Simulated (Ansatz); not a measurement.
Relaxation of BClH3N (6 atoms, charge 0, multiplicity 1), to a largest force component of 0.03 eV/Å in at most 50 steps.

Method: RHF/def2-SVP (Ansatz).

```xyz
6
Properties=species:S:1:pos:R:3
B 0.199 0.068 -0.086
Cl 0.501 -0.410 1.652
H 1.147 0.445 -0.694
N -1.077 -0.013 -0.612
H -1.860 -0.328 -0.078
H -1.288 0.239 -1.555
```

Problem. Where does it end, and by what steps?

Solution. The forces met the threshold. After 5 steps the energy has fallen by 0.021 eV; H3 moved furthest, 0.03 Å.

```json
{"step": "0", "energy less start (eV)": "0.0000", "largest force component (eV/Å)": "0.851", "accepted": "yes"}
{"step": "1", "energy less start (eV)": "-0.0149", "largest force component (eV/Å)": "0.483", "accepted": "yes"}
{"step": "2", "energy less start (eV)": "-0.0142", "largest force component (eV/Å)": "0.334", "accepted": "no"}
{"step": "3", "energy less start (eV)": "-0.0206", "largest force component (eV/Å)": "0.068", "accepted": "yes"}
{"step": "4", "energy less start (eV)": "-0.0210", "largest force component (eV/Å)": "0.085", "accepted": "yes"}
{"step": "5", "energy less start (eV)": "-0.0212", "largest force component (eV/Å)": "0.021", "accepted": "yes"}
```

```xyz
6
Properties=species:S:1:pos:R:3
B 0.204 0.066 -0.066
Cl 0.487 -0.408 1.633
H 1.131 0.447 -0.714
N -1.070 -0.015 -0.600
H -1.863 -0.328 -0.079
H -1.268 0.238 -1.546
```

Whether the end is a true minimum wasn't checked by a vibrational analysis.

The run took 6.5 s on 1 thread of Intel(R) Xeon(R) Platinum 8259CL CPU @ 2.50GHz (Skylake/Cascade Lake), on a shared host, peak memory 0.14 GiB.
